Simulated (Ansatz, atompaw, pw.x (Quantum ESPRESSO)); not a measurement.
**From atom to crystal: PAW (atompaw) potential for Au (Z = 79)**

gold, PAW, made with atompaw 4.2.0.5 (LDA (PW92), scalar-relativistic). Core [Kr] 4d10, reference 4f14 5s2 5p6 5d10 6s0.75 6p0.25. Waves: 5s (bound); 6s (bound); 5p (bound); 6p (bound); 5d (bound); 5d channel at 3.85 Ry; 4f (bound); 4f channel at -5.89 Ry. Local part: troulliermartins scheme with l = 4 at 1 Ry, radius 2.10 bohr. Core correction: smooth core density matched at 1.30 bohr. Augmentation charge: sinc compensation charge, radius 2.10 bohr; PAW radius 2.25 bohr; waves and projectors: bloechl.

Crystal test: fcc Au in pw.x 7.5, no spin, 14³ k-points, Fermi–Dirac smearing 0.01 Ry, cutoffs 100/900 Ry. The reference is all-electron LAPW (Ansatz 0.2.0) with the same functional, mesh and smearing; V0 and B0 come from Birch–Murnaghan fits to the pressures at five volumes. Errors are pseudo minus all-electron; Δ is the rms difference of the E(V) curves that follow from these fits, minima aligned, over ±6 % about the mean V0. Mesh and smearing are coarse, so the numbers serve the comparison and aren't converged zero-temperature values; the lattice is a test structure that the element need not adopt.

All-electron: a0 = 4.048 Å (V0 = 16.58 Å³/atom), B0 = 194.7 GPa.

**Question.** How far does the potential miss the all-electron equation of state?

**Answer.** mean pressure error (GPa): +0.67; a0 (Å): 4.052; a0 error (%): +0.11; B0 error (%): +0.2; Δ (meV/atom): 2.4.

```
V (Å³/atom)  P all-electron (GPa)  P pseudo (GPa)
     15.811                 10.62           11.55
     16.227                  4.48            5.20
     16.643                 -0.71           -0.04
     17.059                 -5.10           -4.53
     17.475                 -8.78           -8.32
```

**Question.** At the middle volume, how do free energy and pressure move when the wave cutoff is lowered (ecutrho held at 900 Ry)?

**Answer.**

```csv
cutoff (Ry),shift of F (meV/atom),shift of P (GPa)
45,+1489.8,-42.88
60,+230.6,-11.80
80,+10.5,-0.90
```

The run at the middle volume (104 k-points, 15 iterations) took about 1.8 min on one core of a shared host (Intel(R) Xeon(R) 6975P-C, 192 threads, 378 GiB, load 21).
